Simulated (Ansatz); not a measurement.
Litharge SnO was calculated with PBE in Ansatz (plane waves, PAW).

Numerical settings: plane-wave cutoff 520 eV, 10×10×8 k mesh (along the axes of the cell as run), Fermi–Dirac smearing 0.01 eV, scalar-relativistic PAW data made under PBE.

Cell (relaxed at this level):

```xyz
4
Lattice="3.8673 0.0000 0.0000 0.0000 3.8673 0.0000 0.0000 0.0000 5.0681" Properties=species:S:1:pos:R:3 pbc="T T T"
Sn     1.9336     0.0000     3.9092
Sn     0.0000     1.9336     1.1590
O      1.9336     1.9336     0.0000
O      0.0000     0.0000     0.0000
```

**Question.** What does this level give for the bulk modulus, band gap and smallest direct gap on the k points sampled?

**Answer.** 
* **bulk modulus**: 18.3 GPa
* **band gap**: 0.49 eV
* **smallest direct gap on the k points sampled**: 1.94 eV

Measured, for comparison: bulk modulus 35 ± 1 GPa (temperature not stated, no zero-point or thermal correction, equation of state from high-pressure X-ray diffraction; as tabulated in Giefers, Porsch, Wortmann, Structural study of SnO at high pressure …). Computed (rounded) less measured: bulk modulus -48 %.

Note: for a layered or molecular solid the relaxed cell lies over 5 % above the published volume, where the minimum can be shallow; the cell comes from a level without a dispersion term, which matters for the spacing of layers, chains or molecules; the bulk modulus comes from volumes at which shape and atoms were relaxed.

Spin–orbit coupling is not included.

It cost roughly 5 core-minutes of CPU time.

Ansatz is a program for electronic structure.
